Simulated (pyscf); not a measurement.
Single points on ωB97X-D3(BJ)/def2-SVP structures (PySCF, gas phase).

Question: Estimate the classical barrier height and the reaction energy of `[F][CH2][F]` + `[SiH3]` [doublet] → `[FH]` + `[F][CH][SiH3]` [doublet] at ωB97M-D3(BJ)/def2-TZVP. The step runs on the doublet surface, breaks C–F, C–H and forms F–H, C–Si; take the separated reactants as zero.

Answer: ΔE‡ = 184.5 kJ/mol, ΔE = -3.3 kJ/mol. Zero-point energy shifts the barrier by -1.5 kJ/mol. It is a concerted two-bond exchange, with an imaginary mode of 843i cm⁻¹. This is the saddle that the search found; another between the same sides may lie lower.
